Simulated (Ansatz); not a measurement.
Two isomers of C4H6O2: A = `C=CC(=O)OC`, B = `C/C=C(\O)C=O`.

Isolated molecules relaxed with PBE0-D4/def2-TZVP in Ansatz; ΔE leaves out vibrations. CBS: MP2 limit from def2 TZ/QZ plus the TZ coupled-cluster correction, frozen cores. Functionals use def2-TZVPP. B3LYP here is the variant with VWN-RPA as its local correlation; programs differ in this. One conformer a species, not always the lowest.

(1) Which is lower in electronic energy at CCSD(T)/CBS, and by how much? (Estimate.)

(2) Give E(B) − E(A) in kJ/mol with CCSD(T)/def2-TZVPP, PBE-D4, r2SCAN-D4, CCSD/def2-TZVPP, B3LYP-D4, HF/def2-TZVPP, MP2/def2-TZVPP. (Estimate.)

Largest T1 diagnostic: 0.015.

Results:

(1) Ansatz gave: A, by 42.6 kJ/mol.

(2) Computed: CCSD(T)/def2-TZVPP 44.4, PBE-D4 30.6, r2SCAN-D4 38.9, CCSD/def2-TZVPP 46.3, B3LYP-D4 41.0, HF/def2-TZVPP 63.8, MP2/def2-TZVPP 41.1. None reverses the order clearly.

From PBE to PBE0 (25 % exact exchange), in def2-TZVPP and without D4, E(B) − E(A) moves by +5.4 kJ/mol. In def2-TZVPP, CCSD(T) changes the Hartree–Fock value by −19.4 kJ/mol (the triples alone add −1.9 kJ/mol) and MP2 by −22.7 kJ/mol.
